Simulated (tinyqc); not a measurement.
Worked calculation: RHF in the sto-3g basis, for H2O, spin multiplicity 1. One step of it, computed by the program tinyqc.

Question. Orthogonalisation. S = U s U^T; canonical form X = U s^(-1/2), so that X^T S X = 1. Each column of U has its largest component positive (the first on a tie).

overlap S:
```
           1O 1s     1O 2s    1O 2px     1O 2py    1O 2pz     2H 1s      3H 1s
1O 1s   1.000000  0.236704  0.000000   0.000000  0.000000  0.049191   0.049191
1O 2s   0.236704  1.000000  0.000000   0.000000  0.000000  0.449543   0.449543
1O 2px  0.000000  0.000000  1.000000   0.000000  0.000000  0.000000   0.000000
1O 2py  0.000000  0.000000  0.000000   1.000000  0.000000  0.281943  -0.281943
1O 2pz  0.000000  0.000000  0.000000   0.000000  1.000000  0.254130   0.254130
2H 1s   0.049191  0.449543  0.000000   0.281943  0.254130  1.000000   0.264223
3H 1s   0.049191  0.449543  0.000000  -0.281943  0.254130  0.264223   1.000000
```

Give: eigenvalues of S; X.

Answer.

eigenvalues of S: 0.3680  0.4478  0.8793  1.0000  1.1039  1.2879  1.9129

X:
```
              1        2        3       4        5        6       7
1O 1s   -0.3124   0.0000   0.7503  0.0000   0.6223   0.0000  0.1475
1O 2s    1.1302   0.0000  -0.3182  0.0000   0.3257   0.0000  0.4114
1O 2px   0.0000   0.0000   0.0000  1.0000   0.0000   0.0000  0.0000
1O 2py   0.0000   0.8748   0.0000  0.0000   0.0000   0.7144  0.0000
1O 2pz   0.5727   0.0000   0.6521  0.0000  -0.6170   0.0000  0.2110
2H 1s   -0.7122  -0.8566  -0.1548  0.0000  -0.1262   0.3648  0.3789
3H 1s   -0.7122   0.8566  -0.1548  0.0000  -0.1262  -0.3648  0.3789
```
